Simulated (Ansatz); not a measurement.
## How far each method lies from full CI for BH₄⁺, triplet

Geometry: a point of a stretch scan, not a stationary point.

```tsv
atom	x (Å)	y (Å)	z (Å)
B	-0.0266	0.0267	0.0576
H	0.4459	0.5130	1.1149
H	-0.5124	-0.4442	1.1159
H	-0.4985	0.4981	-1.0066
H	0.8503	-0.8531	-1.8423
```

Basis cc-pVDZ; Ansatz 0.2.0. Correlated methods freeze the noble-gas cores, which leaves 6 electrons in 33 orbitals. R marks a restricted (for open shells ROHF) determinant, U an unrestricted one. Active spaces: pair = (4e, 4o) about the gap; valence = (6e, 8o) chosen from the atoms' valence shells.

Full CI is exact within this basis and frozen core; it isn't the basis-set limit. The frozen core follows each run's orbitals, which can shift R against U totals by a few meV.

For open shells CISD is restricted-active-space CI with the open shells as a complete middle space.

The UHF ⟨S²⟩ is 2.010. The T1 diagnostic (RCCSD) is 0.0243, the largest doubles amplitude (RCCSD) is 0.038 and the T1 diagnostic (UCCSD) is 0.0171.

```csv
level,E − E(RHF) (eV)
UHF,-0.1112
RMP2,-2.0946
UMP2,-2.0929
RCCSD,-2.7043
UCCSD,-2.7060
RCCSD(T),-2.7497
UCCSD(T),-2.7497
```

(1) Estimate how far full CI in cc-pVDZ lies from RCCSD(T). The table doesn't fix it; the size of (T) and the diagnostics are the guide.

(1) Full CI in cc-pVDZ lies 1.5 kJ/mol below RCCSD(T), which is 35 % of the (T) step (-4.4 kJ/mol). The diagnostics give no warning, yet the rest is a sizeable part of (T).

The other levels:

| level | E − E(full CI) (kJ/mol) | share of correlation (%) | wall time |
| --- | --- | --- | --- |
| CISD | 11.6 | 95.65 | 0.54 s |
| BCCD(T) | 1.5 | 99.43 | 0.6 s |
| RCCSDT | 0.1 | 99.97 | – |
| UCCSDT | 0.1 | 99.98 | – |
| RCCSDT(Q) | 0.0 | 100.00 | 5.5 s |
| UCCSDT(Q) | 0.0 | 100.01 | 5.5 s |
| CASSCF (pair space) | 224.0 | 16.05 | – |
| NEVPT2 (pair space) | 61.2 | 77.05 | 0.21 s |
| MRCISD (pair space) | 10.6 | 96.04 | – |
| MRCISD+Q (pair space) | 0.4 | 99.83 | 0.48 s |
| CASSCF (valence space) | 132.5 | 50.35 | – |
| NEVPT2 (valence space) | 38.7 | 85.49 | 2.2 s |
| MRCISD (valence space) | 6.1 | 97.72 | – |
| MRCISD+Q (valence space) | 2.9 | 98.90 | 3 s |

The correlation energy at full CI, counted from RHF, is -2.765 eV. That run took 90 s on 1 thread of Arm Neoverse V1, shared host over 14,883,000 determinants.

Times hold each run's SCF and search for its determinant on a shared host, so for small cases they say little of a method's own cost; they ran on 1 thread of Arm Neoverse V1.

The full-CI state has the irrep A'' of Cs, in the program's axes.

Natural occupations of full CI about the gap: 1.956 1.946 0.997 0.992 0.025 0.018 0.017 0.014 0.007 0.006; effectively unpaired electrons, Σ n²(2−n)², 2.02.
